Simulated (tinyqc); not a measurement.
CCSD on RHF in the sto-3g basis, frozen core, for H3O+, spin multiplicity 1, step by step. One step of it, computed by the program tinyqc.

Problem. Iteration 1: diagonalisation and new density. Diagonalise F' = X^T F X, C = X C', fill 5 alpha and 5 beta electrons from the bottom; D = 2 C_occ C_occ^T. Each column has its largest component positive (the first on a tie).

Fock matrix F (hartree), lower triangle:
```
,1O 1s,1O 2s,1O 2px,1O 2py,1O 2pz,2H 1s,3H 1s,4H 1s
1O 1s,-19.245662
1O 2s,-4.982711,-2.337831
1O 2px,0.000015,0.000202,-0.340346
1O 2py,0.000000,0.000000,0.000000,-0.340339
1O 2pz,0.011089,0.164677,-0.000065,0.000000,-0.213706
2H 1s,-1.062948,-0.892864,-0.366174,0.000000,0.167753,-0.512845
3H 1s,-1.064040,-0.893565,0.183332,-0.317216,0.167902,-0.317471,-0.513307
4H 1s,-1.064040,-0.893565,0.183332,0.317216,0.167902,-0.317471,-0.317835,-0.513307
```

X:
```
,1,2,3,4,5,6,7,8
1O 1s,-0.343721,0.000000,0.000664,0.742093,0.622760,0.000000,0.000123,0.131584
1O 2s,1.303390,0.000000,-0.001918,-0.124289,0.197424,0.000000,0.000202,0.411403
1O 2px,-0.001793,0.000000,-0.936661,0.000044,-0.000061,0.000000,0.675007,-0.000163
1O 2py,0.000000,0.936624,0.000000,0.000000,0.000000,0.675146,0.000000,0.000000
1O 2pz,-0.306355,0.000000,0.000378,-0.675976,0.702910,0.000000,0.000003,-0.099493
2H 1s,-0.564583,0.000000,0.968529,-0.123650,-0.101329,0.000000,0.435712,0.306733
3H 1s,-0.567326,-0.838298,-0.482949,-0.123537,-0.101235,0.377168,-0.217676,0.306961
4H 1s,-0.567326,0.838298,-0.482949,-0.123537,-0.101235,-0.377168,-0.217676,0.306961
```

Give: F' = X^T F X; orbital energies; coefficients C; D after iteration 1.

Solution.

F' = X^T F X (hartree), lower triangle:
```
,1,2,3,4,5,6,7,8
1,-0.1460
2,0.0000,0.4230
3,0.0014,0.0000,0.4227
4,1.4919,0.0000,-0.0037,-9.2622
5,1.2794,0.0000,-0.0033,-8.6503,-8.4280
6,0.0000,0.0433,0.0000,0.0000,0.0000,-0.5339
7,0.0002,0.0000,-0.0432,-0.0022,-0.0021,0.0000,-0.5339
8,0.1250,0.0000,-0.0007,-3.6634,-3.5106,0.0000,-0.0009,-2.5739
```

orbital energies (hartree): MO1 -19.2580, MO2 -1.1841, MO3 -0.5358, MO4 -0.5358, MO5 -0.2025, MO6 0.2346, MO7 0.4247, MO8 0.4249

coefficients C:
```
,MO1,MO2,MO3,MO4,MO5,MO6,MO7,MO8
1O 1s,0.9927,-0.2352,-0.0001,0.0000,-0.0860,-0.1610,0.0002,0.0000
1O 2s,0.0334,0.8266,0.0004,0.0000,0.4199,1.0305,-0.0018,0.0000
1O 2px,0.0000,-0.0002,0.6321,0.0000,-0.0001,0.0012,0.9661,0.0000
1O 2py,0.0000,0.0000,0.0000,0.6322,0.0000,0.0000,0.0000,0.9662
1O 2pz,-0.0029,-0.1481,0.0000,0.0000,0.9057,-0.4611,0.0008,0.0000
2H 1s,-0.0061,0.1189,0.4788,0.0000,-0.1344,-0.6402,-0.9460,0.0000
3H 1s,-0.0061,0.1191,-0.2393,0.4146,-0.1343,-0.6384,0.4745,-0.8204
4H 1s,-0.0061,0.1191,-0.2393,-0.4146,-0.1343,-0.6384,0.4745,0.8204
```

D after iteration 1, lower triangle:
```
,1O 1s,1O 2s,1O 2px,1O 2py,1O 2pz,2H 1s,3H 1s,4H 1s
1O 1s,2.0962
1O 2s,-0.3946,1.7213
1O 2px,0.0000,0.0000,0.7991
1O 2py,0.0000,0.0000,0.0000,0.7993
1O 2pz,-0.0918,0.5154,-0.0001,0.0000,1.6843
2H 1s,-0.0451,0.0837,0.6053,0.0000,-0.2786,0.5230
3H 1s,-0.0451,0.0835,-0.3026,0.5242,-0.2786,-0.1647,0.5229
4H 1s,-0.0451,0.0835,-0.3026,-0.5242,-0.2786,-0.1647,-0.1648,0.5229
```
